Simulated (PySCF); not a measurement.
**Relaxation of singlet ClF3**

Level of theory: PySCF, PBE0, basis Cl def2-TZVP, F def2-TZVP (no relativity, density fitting). A (50,194) grid was used.

A start at or just off a symmetric point, pushed along the force that breaks its symmetry, of Cs symmetry, free to break it:

Coordinates in bohr (charge 0 multiplicity 1):
```
Cl   -0.1140    0.0000   -1.2386
F     2.6485    0.0000    0.8859
F    -1.2193    2.3362    0.6969
F    -1.2193   -2.3362    0.6969
```

What forces act on the atoms at the start (eV/Å)?


```
atom     Fx     Fy     Fz
 Cl1  -3.16   0.00   1.23
  F2   0.20   0.00   1.24
  F3   1.48  -0.08  -1.23
  F4   1.48   0.08  -1.23
```

What does it relax to?

It ends at C2v with Cl–F 1.595 Å, Cl–F 1.694 Å (×2); F–Cl–F 87.5° (×2), F–Cl–F 174.9° (after a last refinement on a finer grid). A frequency run shows a minimum. Other isomers or separated fragments may lie lower.

How much energy is released, and in how many steps?

342.2 kJ/mol in 11 steps.

The relaxation took 14 s on 4 threads of a shared Arm Neoverse V1 host, with 130 basis functions and 12 gradients; the process peaked at 0.77 GiB.
